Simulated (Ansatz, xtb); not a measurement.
H4NOSi: which of two conformers lies lower

Structure I: `N[SiH]O`, a doublet. Structure II: `N[SiH]O`, a doublet. Both are isolated molecules in the gas phase, relaxed with B3LYP-D3(BJ)/def2-SVP.

I (Å):

```xyz
7

N    -0.3624    0.5317    0.2064
O     0.7471   -1.9873    0.4171
Si    0.6610   -0.6310   -0.5653
H    -1.2165    0.2785    0.6979
H     0.1606   -1.2003   -1.8647
H    -0.3210    1.5216   -0.0084
H     1.0023   -1.8104    1.3315
```

II (Å):

| atom | x (Å) | y (Å) | z (Å) |
| --- | --- | --- | --- |
| N | -1.2931 | -1.1011 | -2.0353 |
| O | 1.3923 | -1.5448 | -2.1029 |
| Si | 0.2306 | -0.3611 | -2.3832 |
| H | -1.4835 | -1.5214 | -1.1304 |
| H | -2.1413 | -0.7560 | -2.4744 |
| H | 0.1270 | 0.0364 | -3.8354 |
| H | 2.2598 | -1.2035 | -1.8539 |

Energies in hartree; the thermal terms are from B3LYP-D3(BJ)/def2-SVP harmonic frequencies (ideal gas, rigid rotor, one conformer each, 298.15 K, 1 atm) and include the zero-point energy:

|  | I | II |
| --- | --- | --- |
| E, CCSD(T)/def2-SVP | −420.881203 | −420.882858 |
| E, MP2/def2-SVP | −420.842891 | −420.844195 |
| E, MP2/def2-TZVPP | −421.242237 | −421.243395 |
| zero-point energy | 0.046750 | 0.047104 |
| H(298 K) − E | 0.052989 | 0.053143 |
| G(298 K) − E | 0.018957 | 0.019657 |

Q: Correct the CCSD(T) difference for the basis set by the MP2 change, then work out ΔE, ΔE₀, ΔH and ΔG for I → II in kcal/mol (1 Eh = 627.51 kcal/mol) and the equilibrium ratio [II]/[I].

A: 1. Differences II − I: CCSD(T) −0.001655, MP2 in the small set −0.001304, MP2 in the large set −0.001158 Eh.
2. ΔE = −0.001655 + (−0.001158 − (−0.001304)) = −0.001509 Eh = −0.95 kcal/mol.
3. ΔE₀ = ΔE + ΔZPE = −0.001509 + (+0.000354) Eh = −0.72 kcal/mol.
4. ΔH = ΔE + (+0.000154) Eh = −0.85 kcal/mol.
5. ΔG = ΔE + (+0.000700) Eh = −0.51 kcal/mol, so ΔS = (ΔH − ΔG)/T = −4.8 J/(mol K).
6. kT = 0.9442 mEh, so K = [II]/[I] = exp(−ΔG/kT) = exp(+0.86) ≈ 2.4.

The two are too close for this level to say which is favoured. An error of 1 kcal/mol in ΔG would change K by a factor of 5.4. Mirror images and further conformers aren't counted.

Other levels gave ΔE = −1.5 (B3LYP-D3(BJ)/def2-SVP); +0.1 (HF/def2-SVP); −0.8 (MP2/def2-SVP); −1.0 (CCSD(T)/def2-SVP) kcal/mol. Open shells are spin-unrestricted. The correlated steps freeze 7 core orbitals. Programs: Ansatz 0.2.0.
